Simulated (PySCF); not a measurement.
# Splitting trees

Numbering as in the mapped SMILES `[CH2:1]=[CH:2][CH2:3][CH2:4][CH3:5]` (H(Xn): hydrogen on atom n). Ha(C1) is cis to C3; Hb(C1) is trans to C3.

PySCF 2.14.0 with density-fitted response routines calculation with GIAO B97-2/pcSseg-2 shieldings, spin–spin couplings from B3LYP/pcJ-1 (without the spin–dipole term) and geometry: PBE0-D3(BJ)/def2-SVP; no solvent, single conformer, rapidly exchanging positions averaged, relativity neglected.

References, each an isolated molecule treated in the same way: TMS for 1H (σref 31.36).

Spectrometer: 800 MHz for 1H. First-order analysis; couplings under 1 Hz (under 4 Hz in carbon signals) are ignored, and nearly equal couplings are merged; the smaller ones broaden or split the lines further.

Question: What pattern does Hb(C1) show (1H)?

Answer: A doublet of doublets of triplets at δ 5.14: 11.2 Hz to H(C2) (1 × 1H, 3 bonds away), 2.4 Hz to Ha(C1) (1 × 1H, 2 bonds away), 1.4 Hz to H(C3) (2 × 1H, 4 bonds away). Lines in Hz from the centre (relative intensity): +8.2 (1), +6.8 (2), +5.8 (1), +5.4 (1), +4.4 (2), +3.0 (1), -3.0 (1), -4.4 (2), -5.4 (1), -5.8 (1), -6.8 (2), -8.2 (1). The outer lines are 16.4 Hz apart, the sum of the couplings kept, or 0.020 ppm at this field.

Question: What pattern does H(C2) show (1H)?

Answer: A doublet of doublets of triplets at δ 6.13: 17.9 Hz to Ha(C1) (1 × 1H, 3 bonds away), 11.2 Hz to Hb(C1) (1 × 1H, 3 bonds away), 8.4 Hz to H(C3) (2 × 1H, 3 bonds away). Lines in Hz from the centre (relative intensity): +22.9 (1), +14.6 (2), +11.8 (1), +6.2 (1), +5.0 (1), +3.4 (2), -3.4 (2), -5.0 (1), -6.2 (1), -11.8 (1), -14.6 (2), -22.9 (1). The outer lines are 45.9 Hz apart, the sum of the couplings kept, or 0.057 ppm at this field.

Question: What pattern does H(C5) show (1H)?

Answer: A triplet at δ 0.98: 8.2 Hz to H(C4) (2 × 1H, 3 bonds away). Lines in Hz from the centre (relative intensity): +8.2 (1), +0.0 (2), -8.2 (1). The outer lines are 16.4 Hz apart, the sum of the couplings kept, or 0.020 ppm at this field.

Question: What pattern does H(C3) show (1H)?

Answer: A quartet of triplets at δ 2.02: 8.1 Hz to H(C2) and H(C4) (3 × 1H, 3 bonds away), 1.6 Hz to Ha(C1) and Hb(C1) (2 × 1H, 4 bonds away). Lines in Hz from the centre (relative intensity): +13.8 (1), +12.2 (2), +10.6 (1), +5.7 (3), +4.0 (6), +2.5 (3), -2.5 (3), -4.0 (6), -5.7 (3), -10.6 (1), -12.2 (2), -13.8 (1). The outer lines are 27.5 Hz apart, the sum of the couplings kept, or 0.034 ppm at this field.

Unscaled 3J(H,H) at this level run about 10 % above measured values. Couplings across =CH–CH2 type bonds come from one rotamer and its mirror image, and can be 1–2 Hz further off. Vicinal H,H couplings across rotating CH2–CH2 and CH–CH2 bonds are estimated from the computed gauche and anti values for equal rotamer populations, (2 J gauche + J anti)/3.
